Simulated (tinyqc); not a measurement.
UHF in the sto-3g basis, for OH-, spin multiplicity 1, step by step (part 2 of 3). The basis has no diffuse functions, so it cannot describe the extra electron: this is an exercise in the method, not the real anion. This run ends on a higher stationary point, not on the lowest solution. Computed by tinyqc, a small Python program that keeps every step (integrals from PySCF). Command: `OMP_NUM_THREADS=1 python tinyqc.py 26467 26468 out.jsonl` (the two numbers bound the seeds that draw the settings). One thread of a shared host (Intel(R) Xeon(R) Processor @ 2.60GHz), about 0.1 s of CPU time with the checks.

Geometry (angstrom):
```
atom        x        y        z
O     0.00000  0.00000  0.00000
H     0.00000  0.00000  1.78700
```

## Iteration 2: diagonalisation and new density

extrapolated F(alpha) (hartree):
```
            1O 1s     1O 2s    1O 2px    1O 2py    1O 2pz     2H 1s
1O 1s   -19.81039  -5.05574   0.00000   0.00000   0.00110  -0.17889
1O 2s    -5.05574  -1.99225   0.00000   0.00000   0.12895  -0.16793
1O 2px    0.00000   0.00000  -0.01533   0.00000   0.00000   0.00000
1O 2py    0.00000   0.00000   0.00000  -0.01533   0.00000   0.00000
1O 2pz    0.00110   0.12895   0.00000   0.00000   0.60113  -0.13671
2H 1s    -0.17889  -0.16793   0.00000   0.00000  -0.13671   0.19857
```

extrapolated F(beta) (hartree):
```
            1O 1s     1O 2s    1O 2px    1O 2py    1O 2pz     2H 1s
1O 1s   -19.81138  -5.06012   0.00000   0.00000   0.00100  -0.17942
1O 2s    -5.06012  -2.00042   0.00000   0.00000  -0.05309  -0.17567
1O 2px    0.00000   0.00000  -0.01795   0.00000   0.00000   0.00000
1O 2py    0.00000   0.00000   0.00000  -0.01795   0.00000   0.00000
1O 2pz    0.00100  -0.05309   0.00000   0.00000   0.51182  -0.17241
2H 1s    -0.17942  -0.17567   0.00000   0.00000  -0.17241   0.26247
```

X:
```
           1O 1s     1O 2s   1O 2px   1O 2py    1O 2pz     2H 1s
1O 1s    1.02201  -0.12340  0.00000  0.00000  -0.00073   0.00668
1O 2s   -0.12340   1.02738  0.00000  0.00000   0.00563  -0.06059
1O 2px   0.00000   0.00000  1.00000  0.00000   0.00000   0.00000
1O 2py   0.00000   0.00000  0.00000  1.00000   0.00000   0.00000
1O 2pz  -0.00073   0.00563  0.00000  0.00000   1.00580  -0.06266
2H 1s    0.00668  -0.06059  0.00000  0.00000  -0.06266   1.01107
```

Diagonalise F' = X^T F X, C = X C', fill 5 alpha and 5 beta electrons from the bottom; D(s) = C_occ C_occ^T. Each column has its largest component positive (the first on a tie).

F' = X^T F X (alpha) (hartree):
```
           1         2         3         4         5         6
1  -19.44945  -2.62595   0.00000   0.00000  -0.01956   0.00578
2   -2.62595  -1.10202   0.00000   0.00000   0.14913  -0.10682
3    0.00000   0.00000  -0.01533   0.00000   0.00000   0.00000
4    0.00000   0.00000   0.00000  -0.01533   0.00000   0.00000
5   -0.01956   0.14913   0.00000   0.00000   0.62767  -0.19895
6    0.00578  -0.10682   0.00000   0.00000  -0.19895   0.23771
```

orbital energies (alpha) (hartree): MO1 -19.81789, MO2 -0.75739, MO3 -0.01533, MO4 -0.01533, MO5 0.15582, MO6 0.73337

coefficients C (alpha):
```
             MO1       MO2      MO3       MO4       MO5       MO6
1O 1s    0.99496  -0.26140  0.00000   0.00000   0.01658  -0.03528
1O 2s    0.02052   1.02009  0.00000   0.00000  -0.09688   0.15509
1O 2px   0.00000   0.00000  0.91960  -0.39285   0.00000   0.00000
1O 2py   0.00000   0.00000  0.39285   0.91960   0.00000   0.00000
1O 2pz  -0.00003  -0.09554  0.00000   0.00000   0.34425   0.94231
2H 1s   -0.00134   0.03369  0.00000   0.00000   0.90341  -0.46110
```

F' = X^T F X (beta) (hartree):
```
           1         2         3         4         5         6
1  -19.44952  -2.62930   0.00000   0.00000   0.00269   0.00547
2   -2.62930  -1.11044   0.00000   0.00000  -0.03659  -0.10682
3    0.00000   0.00000  -0.01795   0.00000   0.00000   0.00000
4    0.00000   0.00000   0.00000  -0.01795   0.00000   0.00000
5    0.00269  -0.03659   0.00000   0.00000   0.54001  -0.22272
6    0.00547  -0.10682   0.00000   0.00000  -0.22272   0.30673
```

orbital energies (beta) (hartree): MO1 -19.81905, MO2 -0.75441, MO3 -0.01795, MO4 -0.01795, MO5 0.18504, MO6 0.67519

coefficients C (beta):
```
             MO1       MO2       MO3      MO4       MO5       MO6
1O 1s    0.99490  -0.26192   0.00000  0.00000   0.03600  -0.00849
1O 2s    0.02076   1.02081   0.00000  0.00000  -0.17039   0.05408
1O 2px   0.00000   0.00000   0.96401  0.26587   0.00000   0.00000
1O 2py   0.00000   0.00000  -0.26587  0.96401   0.00000   0.00000
1O 2pz   0.00016   0.04598   0.00000  0.00000   0.46831   0.89116
2H 1s   -0.00135   0.04731   0.00000  0.00000   0.83063  -0.58114
```

D(alpha) after iteration 2:
```
           1O 1s     1O 2s   1O 2px   1O 2py    1O 2pz     2H 1s
1O 1s    1.05854  -0.24784  0.00000  0.00000   0.03065   0.00483
1O 2s   -0.24784   1.05040  0.00000  0.00000  -0.13081  -0.05318
1O 2px   0.00000   0.00000  1.00000  0.00000   0.00000   0.00000
1O 2py   0.00000   0.00000  0.00000  1.00000   0.00000   0.00000
1O 2pz   0.03065  -0.13081  0.00000  0.00000   0.12764   0.30778
2H 1s    0.00483  -0.05318  0.00000  0.00000   0.30778   0.81729
```

D(beta) after iteration 2:
```
           1O 1s     1O 2s   1O 2px   1O 2py    1O 2pz     2H 1s
1O 1s    1.05971  -0.25285  0.00000  0.00000   0.00497   0.01616
1O 2s   -0.25285   1.07153  0.00000  0.00000  -0.03286  -0.09326
1O 2px   0.00000   0.00000  1.00000  0.00000   0.00000   0.00000
1O 2py   0.00000   0.00000  0.00000  1.00000   0.00000   0.00000
1O 2pz   0.00497  -0.03286  0.00000  0.00000   0.22143   0.39117
2H 1s    0.01616  -0.09326  0.00000  0.00000   0.39117   0.69219
```

Within a degenerate level the vectors are fixed only up to a rotation; this is one choice.

## Iteration 3: building the Fock matrix

core Hamiltonian H = T + V (hartree):
```
            1O 1s     1O 2s    1O 2px    1O 2py    1O 2pz     2H 1s
1O 1s   -31.91138  -7.42118   0.00000   0.00000  -0.00445  -0.25854
1O 2s    -7.42118  -8.53991   0.00000   0.00000  -0.05621  -0.72985
1O 2px    0.00000   0.00000  -6.73914   0.00000   0.00000   0.00000
1O 2py    0.00000   0.00000   0.00000  -6.73914   0.00000   0.00000
1O 2pz   -0.00445  -0.05621   0.00000   0.00000  -6.76225  -0.63229
2H 1s    -0.25854  -0.72985   0.00000   0.00000  -0.63229  -2.83299
```

Two-electron integrals (ij|kl) in chemists' order, unique and non-zero (hartree):
```
(11|11) 4.78507   (21|11) 0.74138   (21|21) 0.13687   (22|11) 1.11895
(22|21) 0.25663   (22|22) 0.81721   (31|31) 0.02448   (32|31) 0.03781
(32|32) 0.18052   (33|11) 1.11581   (33|21) 0.25668   (33|22) 0.81702
(33|33) 0.88016   (41|41) 0.02448   (42|41) 0.03781   (42|42) 0.18052
(43|43) 0.04744   (44|11) 1.11581   (44|21) 0.25668   (44|22) 0.81702
(44|33) 0.78527   (44|44) 0.88016   (51|51) 0.02448   (52|51) 0.03781
(52|52) 0.18052   (53|53) 0.04744   (54|54) 0.04744   (55|11) 1.11581
(55|21) 0.25668   (55|22) 0.81702   (55|33) 0.78527   (55|44) 0.78527
(55|55) 0.88016   (61|11) 0.02589   (61|21) 0.00474   (61|22) 0.00885
(61|33) 0.00884   (61|44) 0.00884   (61|51) 0.00020   (61|52) 0.00039
(61|55) 0.00888   (61|61) 0.00017   (62|11) 0.08145   (62|21) 0.01900
(62|22) 0.06965   (62|33) 0.06847   (62|44) 0.06847   (62|51) 0.00139
(62|52) 0.01198   (62|55) 0.07193   (62|61) 0.00067   (62|62) 0.00841
(63|31) 0.00174   (63|32) 0.01102   (63|53) 0.00236   (63|63) 0.00106
(64|41) 0.00174   (64|42) 0.01102   (64|54) 0.00236   (64|64) 0.00106
(65|11) 0.06948   (65|21) 0.01638   (65|22) 0.06419   (65|33) 0.06169
(65|44) 0.06169   (65|51) 0.00266   (65|52) 0.02032   (65|55) 0.06912
(65|61) 0.00059   (65|62) 0.00943   (65|65) 0.01149   (66|11) 0.29578
(66|21) 0.07000   (66|22) 0.29494   (66|33) 0.28785   (66|44) 0.28785
(66|51) 0.00440   (66|52) 0.05460   (66|55) 0.30901   (66|61) 0.00247
(66|62) 0.05131   (66|65) 0.06679   (66|66) 0.77461
```

nuclear repulsion = 2.3690082 hartree

J_ij = sum D_kl (ij|kl) with D = D(alpha) + D(beta), K_ij = sum D_kl (ik|jl) for each spin; F = H + J - K(s); E = tr D H + tr D J / 2 - 0.5 sum_s tr D(s) K(s) + E_nn.

Coulomb J (hartree):
```
           1O 1s    1O 2s   1O 2px   1O 2py    1O 2pz    2H 1s
1O 1s   17.14150  3.21747  0.00000  0.00000  -0.00067  0.11158
1O 2s    3.21747  7.91548  0.00000  0.00000   0.05094  0.68465
1O 2px   0.00000  0.00000  7.94624  0.00000   0.00000  0.00000
1O 2py   0.00000  0.00000  0.00000  7.94624   0.00000  0.00000
1O 2pz  -0.00067  0.05094  0.00000  0.00000   7.83089  0.64556
2H 1s    0.11158  0.68465  0.00000  0.00000   0.64556  3.67171
```

exchange K(alpha) (hartree):
```
           1O 1s     1O 2s   1O 2px   1O 2py    1O 2pz    2H 1s
1O 1s    4.89357   0.82359  0.00000  0.00000  -0.00009  0.03085
1O 2s    0.82359   1.26718  0.00000  0.00000  -0.08933  0.13232
1O 2px   0.00000   0.00000  1.13161  0.00000   0.00000  0.00000
1O 2py   0.00000   0.00000  0.00000  1.13161   0.00000  0.00000
1O 2pz  -0.00009  -0.08933  0.00000  0.00000   0.45382  0.16405
2H 1s    0.03085   0.13232  0.00000  0.00000   0.16405  0.67861
```

exchange K(beta) (hartree):
```
          1O 1s    1O 2s   1O 2px   1O 2py   1O 2pz    2H 1s
1O 1s   4.89715  0.82705  0.00000  0.00000  0.00048  0.03168
1O 2s   0.82705  1.29476  0.00000  0.00000  0.00448  0.13015
1O 2px  0.00000  0.00000  1.13894  0.00000  0.00000  0.00000
1O 2py  0.00000  0.00000  0.00000  1.13894  0.00000  0.00000
1O 2pz  0.00048  0.00448  0.00000  0.00000  0.54835  0.19537
2H 1s   0.03168  0.13015  0.00000  0.00000  0.19537  0.59184
```

F(alpha) (hartree):
```
            1O 1s     1O 2s   1O 2px   1O 2py    1O 2pz     2H 1s
1O 1s   -19.66345  -5.02730  0.00000  0.00000  -0.00503  -0.17781
1O 2s    -5.02730  -1.89161  0.00000  0.00000   0.08405  -0.17752
1O 2px    0.00000   0.00000  0.07549  0.00000   0.00000   0.00000
1O 2py    0.00000   0.00000  0.00000  0.07549   0.00000   0.00000
1O 2pz   -0.00503   0.08405  0.00000  0.00000   0.61482  -0.15078
2H 1s    -0.17781  -0.17752  0.00000  0.00000  -0.15078   0.16011
```

F(beta) (hartree):
```
            1O 1s     1O 2s   1O 2px   1O 2py    1O 2pz     2H 1s
1O 1s   -19.66704  -5.03077  0.00000  0.00000  -0.00561  -0.17864
1O 2s    -5.03077  -1.91919  0.00000  0.00000  -0.00976  -0.17535
1O 2px    0.00000   0.00000  0.06816  0.00000   0.00000   0.00000
1O 2py    0.00000   0.00000  0.00000  0.06816   0.00000   0.00000
1O 2pz   -0.00561  -0.00976  0.00000  0.00000   0.52028  -0.18210
2H 1s    -0.17864  -0.17535  0.00000  0.00000  -0.18210   0.24688
```

total energy of this density = -73.9490199 hartree

## Iteration 3: DIIS over 3 matrices

error matrix X^T (FDS - SDF) X (alpha):
```
          1         2        3        4         5         6
1   0.00000   0.00091  0.00000  0.00000   0.00373  -0.00175
2  -0.00091   0.00000  0.00000  0.00000   0.02261  -0.00865
3   0.00000   0.00000  0.00000  0.00000   0.00000   0.00000
4   0.00000   0.00000  0.00000  0.00000   0.00000   0.00000
5  -0.00373  -0.02261  0.00000  0.00000   0.00000   0.00811
6   0.00175   0.00865  0.00000  0.00000  -0.00811   0.00000
```

B (overlaps of the stored error matrices):
```
               1              2              3
1  2.7346775e-01  5.3057507e-02  2.6933613e-02
2  5.3057507e-02  3.8358776e-02  1.0233808e-02
3  2.6933613e-02  1.0233808e-02  5.5783416e-03
```

Minimise |sum c_i e_i|^2 with sum c_i = 1: solve [B -1; -1 0][c; lambda] = [0; -1] with B_ij = tr e_i^T e_j summed over both spins, and take F = sum c_i F_i.

DIIS coefficients: -0.08318  -0.12228  1.20545

extrapolated F(alpha) (hartree):
```
            1O 1s     1O 2s   1O 2px   1O 2py    1O 2pz     2H 1s
1O 1s   -19.70466  -5.03306  0.00000  0.00000  -0.00798  -0.17851
1O 2s    -5.03306  -1.93286  0.00000  0.00000   0.08887  -0.17276
1O 2px    0.00000   0.00000  0.04960  0.00000   0.00000   0.00000
1O 2py    0.00000   0.00000  0.00000  0.04960   0.00000   0.00000
1O 2pz   -0.00798   0.08887  0.00000  0.00000   0.62977  -0.16167
2H 1s    -0.17851  -0.17276  0.00000  0.00000  -0.16167   0.15731
```

extrapolated F(beta) (hartree):
```
            1O 1s     1O 2s   1O 2px   1O 2py    1O 2pz     2H 1s
1O 1s   -19.70662  -5.03786  0.00000  0.00000  -0.00852  -0.17859
1O 2s    -5.03786  -1.95311  0.00000  0.00000   0.00056  -0.18910
1O 2px    0.00000   0.00000  0.04457  0.00000   0.00000   0.00000
1O 2py    0.00000   0.00000  0.00000  0.04457   0.00000   0.00000
1O 2pz   -0.00852   0.00056  0.00000  0.00000   0.52271  -0.18963
2H 1s    -0.17859  -0.18910  0.00000  0.00000  -0.18963   0.24295
```

## Iteration 3: diagonalisation and new density

As before.

F' = X^T F X (alpha) (hartree):
```
           1         2        3        4         5         6
1  -19.34381  -2.62274  0.00000  0.00000  -0.02413   0.00654
2   -2.62274  -1.04345  0.00000  0.00000   0.11101  -0.11055
3    0.00000   0.00000  0.04960  0.00000   0.00000   0.00000
4    0.00000   0.00000  0.00000  0.04960   0.00000   0.00000
5   -0.02413   0.11101  0.00000  0.00000   0.65919  -0.22129
6    0.00654  -0.11055  0.00000  0.00000  -0.22129   0.19930
```

orbital energies (alpha) (hartree): MO1 -19.71228, MO2 -0.69431, MO3 0.04960, MO4 0.04960, MO5 0.11450, MO6 0.76332

coefficients C (alpha):
```
             MO1       MO2      MO3       MO4       MO5       MO6
1O 1s    0.99491  -0.26158  0.00000   0.00000   0.02450  -0.03029
1O 2s    0.02070   1.01964  0.00000   0.00000  -0.12872   0.13334
1O 2px   0.00000   0.00000  0.82773  -0.56113   0.00000   0.00000
1O 2py   0.00000   0.00000  0.56113   0.82773   0.00000   0.00000
1O 2pz   0.00045  -0.06707  0.00000   0.00000   0.33261   0.94893
2H 1s   -0.00139   0.05113  0.00000   0.00000   0.90892  -0.44852
```

F' = X^T F X (beta) (hartree):
```
           1         2        3        4         5         6
1  -19.34494  -2.62518  0.00000  0.00000  -0.01401   0.00859
2   -2.62518  -1.06230  0.00000  0.00000   0.02220  -0.12615
3    0.00000   0.00000  0.04457  0.00000   0.00000   0.00000
4    0.00000   0.00000  0.00000  0.04457   0.00000   0.00000
5   -0.01401   0.02220  0.00000  0.00000   0.55376  -0.24325
6    0.00859  -0.12615  0.00000  0.00000  -0.24325   0.29124
```

orbital energies (beta) (hartree): MO1 -19.71442, MO2 -0.70877, MO3 0.04457, MO4 0.04457, MO5 0.15679, MO6 0.70416

coefficients C (beta):
```
             MO1       MO2       MO3      MO4       MO5       MO6
1O 1s    0.99484  -0.26173   0.00000  0.00000   0.03385  -0.02061
1O 2s    0.02097   1.01860   0.00000  0.00000  -0.16264   0.10004
1O 2px   0.00000   0.00000   0.97979  0.20000   0.00000   0.00000
1O 2py   0.00000   0.00000  -0.20000  0.97979   0.00000   0.00000
1O 2pz   0.00057   0.00330   0.00000  0.00000   0.47361   0.88954
2H 1s   -0.00140   0.06707   0.00000  0.00000   0.82769  -0.58339
```

D(alpha) after iteration 3:
```
           1O 1s     1O 2s   1O 2px   1O 2py    1O 2pz     2H 1s
1O 1s    1.05887  -0.24927  0.00000  0.00000   0.02614   0.00751
1O 2s   -0.24927   1.05667  0.00000  0.00000  -0.11119  -0.06488
1O 2px   0.00000   0.00000  1.00000  0.00000   0.00000   0.00000
1O 2py   0.00000   0.00000  0.00000  1.00000   0.00000   0.00000
1O 2pz   0.02614  -0.11119  0.00000  0.00000   0.11513   0.29889
2H 1s    0.00751  -0.06488  0.00000  0.00000   0.29889   0.82875
```

D(beta) after iteration 3:
```
           1O 1s     1O 2s   1O 2px   1O 2py    1O 2pz     2H 1s
1O 1s    1.05936  -0.25125  0.00000  0.00000   0.01574   0.00907
1O 2s   -0.25125   1.06444  0.00000  0.00000  -0.07365  -0.06633
1O 2px   0.00000   0.00000  1.00000  0.00000   0.00000   0.00000
1O 2py   0.00000   0.00000  0.00000  1.00000   0.00000   0.00000
1O 2pz   0.01574  -0.07365  0.00000  0.00000   0.22431   0.39222
2H 1s    0.00907  -0.06633  0.00000  0.00000   0.39222   0.68957
```

Within a degenerate level the vectors are fixed only up to a rotation; this is one choice.

## Iteration 10 (converged): orbitals

converged F(alpha) (hartree):
```
            1O 1s     1O 2s   1O 2px   1O 2py    1O 2pz     2H 1s
1O 1s   -19.68636  -5.03339  0.00000  0.00000  -0.00658  -0.17828
1O 2s    -5.03339  -1.91765  0.00000  0.00000   0.04024  -0.17899
1O 2px    0.00000   0.00000  0.05944  0.00000   0.00000   0.00000
1O 2py    0.00000   0.00000  0.00000  0.05944   0.00000   0.00000
1O 2pz   -0.00658   0.04024  0.00000  0.00000   0.56479  -0.16597
2H 1s    -0.17828  -0.17899  0.00000  0.00000  -0.16597   0.20373
```

converged F(beta) (hartree):
```
            1O 1s     1O 2s   1O 2px   1O 2py    1O 2pz     2H 1s
1O 1s   -19.68636  -5.03338  0.00000  0.00000  -0.00658  -0.17828
1O 2s    -5.03338  -1.91765  0.00000  0.00000   0.04024  -0.17899
1O 2px    0.00000   0.00000  0.05944  0.00000   0.00000   0.00000
1O 2py    0.00000   0.00000  0.00000  0.05944   0.00000   0.00000
1O 2pz   -0.00658   0.04024  0.00000  0.00000   0.56480  -0.16597
2H 1s    -0.17828  -0.17899  0.00000  0.00000  -0.16597   0.20371
```

As before.

F' = X^T F X (alpha) (hartree):
```
           1         2        3        4         5         6
1  -19.32438  -2.62736  0.00000  0.00000  -0.01675   0.00766
2   -2.62736  -1.02666  0.00000  0.00000   0.06115  -0.11774
3    0.00000   0.00000  0.05944  0.00000   0.00000   0.00000
4    0.00000   0.00000  0.00000  0.05944   0.00000   0.00000
5   -0.01675   0.06115  0.00000  0.00000   0.59362  -0.22160
6    0.00766  -0.11774  0.00000  0.00000  -0.22160   0.24750
```

orbital energies (alpha) (hartree): MO1 -19.69418, MO2 -0.67290, MO3 0.05944, MO4 0.05944, MO5 0.14681, MO6 0.71035

coefficients C (alpha):
```
             MO1       MO2      MO3       MO4       MO5       MO6
1O 1s    0.99484  -0.26184  0.00000   0.00000   0.02998  -0.02482
1O 2s    0.02097   1.01922  0.00000   0.00000  -0.14879   0.11427
1O 2px   0.00000   0.00000  0.25342   0.96736   0.00000   0.00000
1O 2py   0.00000   0.00000  0.96736  -0.25342   0.00000   0.00000
1O 2pz   0.00044  -0.03031  0.00000   0.00000   0.39949   0.92471
2H 1s   -0.00141   0.06269  0.00000   0.00000   0.87372  -0.51244
```

F' = X^T F X (beta) (hartree):
```
           1         2        3        4         5         6
1  -19.32438  -2.62736  0.00000  0.00000  -0.01675   0.00766
2   -2.62736  -1.02666  0.00000  0.00000   0.06114  -0.11774
3    0.00000   0.00000  0.05944  0.00000   0.00000   0.00000
4    0.00000   0.00000  0.00000  0.05944   0.00000   0.00000
5   -0.01675   0.06114  0.00000  0.00000   0.59364  -0.22160
6    0.00766  -0.11774  0.00000  0.00000  -0.22160   0.24749
```

orbital energies (beta) (hartree): MO1 -19.69418, MO2 -0.67289, MO3 0.05944, MO4 0.05944, MO5 0.14680, MO6 0.71035

coefficients C (beta):
```
             MO1       MO2       MO3      MO4       MO5       MO6
1O 1s    0.99484  -0.26184   0.00000  0.00000   0.02998  -0.02481
1O 2s    0.02097   1.01922   0.00000  0.00000  -0.14879   0.11427
1O 2px   0.00000   0.00000  -0.41033  0.91194   0.00000   0.00000
1O 2py   0.00000   0.00000   0.91194  0.41033   0.00000   0.00000
1O 2pz   0.00044  -0.03031   0.00000  0.00000   0.39946   0.92472
2H 1s   -0.00141   0.06269   0.00000  0.00000   0.87373  -0.51242
```

D(alpha) after iteration 10:
```
           1O 1s     1O 2s   1O 2px   1O 2py    1O 2pz     2H 1s
1O 1s    1.05917  -0.25047  0.00000  0.00000   0.02035   0.00838
1O 2s   -0.25047   1.06139  0.00000  0.00000  -0.09033  -0.06613
1O 2px   0.00000   0.00000  1.00000  0.00000   0.00000   0.00000
1O 2py   0.00000   0.00000  0.00000  1.00000   0.00000   0.00000
1O 2pz   0.02035  -0.09033  0.00000  0.00000   0.16051   0.34714
2H 1s    0.00838  -0.06613  0.00000  0.00000   0.34714   0.76731
```

D(beta) after iteration 10:
```
           1O 1s     1O 2s   1O 2px   1O 2py    1O 2pz     2H 1s
1O 1s    1.05917  -0.25047  0.00000  0.00000   0.02035   0.00838
1O 2s   -0.25047   1.06139  0.00000  0.00000  -0.09032  -0.06614
1O 2px   0.00000   0.00000  1.00000  0.00000   0.00000   0.00000
1O 2py   0.00000   0.00000  0.00000  1.00000   0.00000   0.00000
1O 2pz   0.02035  -0.09032  0.00000  0.00000   0.16049   0.34712
2H 1s    0.00838  -0.06614  0.00000  0.00000   0.34712   0.76734
```

Within a degenerate level the vectors are fixed only up to a rotation; this is one choice.
